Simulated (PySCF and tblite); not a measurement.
Values are calculated unless marked as measured or tabulated.
# Rotation: stationary points, barriers and rates

System: 2-chloro-3-methylbutane, C₅H₁₁Cl, numbered as in [CH3:1][CH:2]([CH3:3])[C@H:4]([CH3:5])[Cl:6].

Motion: rotation about the C2–C4 bond (torsion C1–C2–C4–C5 from -178° to -298°, falling). The path came from a restrained scan, a climbing-image band and a saddle search at GFN2-xTB; energies are PBE0/pcSseg-1 + D3(BJ)//GFN2-xTB, thermal terms GFN2-xTB. Rates follow Eyring's equation with the number of equivalent paths and no tunnelling. Run with tblite and PySCF.

```tsv
point	symmetry	E(GFN2) kcal/mol	E(DFT) kcal/mol	ZPE change kcal/mol	lowest mode cm⁻¹	dipole D
start	C1	0.0	0.0	0.00	69	2.20
saddle	C1	3.2	4.7	0.08	71i	2.13
end	C1	0.0	-0.7	-0.06	73	2.13
```

- Electronic barrier: 4.7 kcal/mol
- Barrier with zero-point energy: 4.8 kcal/mol
- ΔH‡ (298 K): 4.2 kcal/mol
- ΔS‡ (298 K, symmetry apart): -4.2 cal/(mol K)
- Paths: 1 equivalent path
- End point: a different minimum
- Mean lifetime of the start against this motion at 298 K: 1.6 ns
- Cost: 68 s on 1 thread of Arm Neoverse V1, shared host (rough), peak memory 0.83 GiB, launched as `OMP_NUM_THREADS=1 python ens_run.py task.json out`

```
T/K  ΔG‡ kcal/mol    k s⁻¹  ΔG kcal/mol  k back s⁻¹
150           5.0  1.6×10⁵         -0.7     1.4×10⁴
200           5.2  9.9×10⁶         -0.7     1.6×10⁶
250           5.3  1.2×10⁸         -0.7     2.8×10⁷
298           5.5  6.2×10⁸         -0.7     1.8×10⁸
350           5.6  2.2×10⁹         -0.8     7.5×10⁸
400           5.8  5.5×10⁹         -0.8     2.1×10⁹
500           6.2   2×10¹⁰         -0.8     9.3×10⁹
```

ΔG and ΔG‡ leave out symmetry numbers and mirror images; rates count paths: 1 out, 1 back.
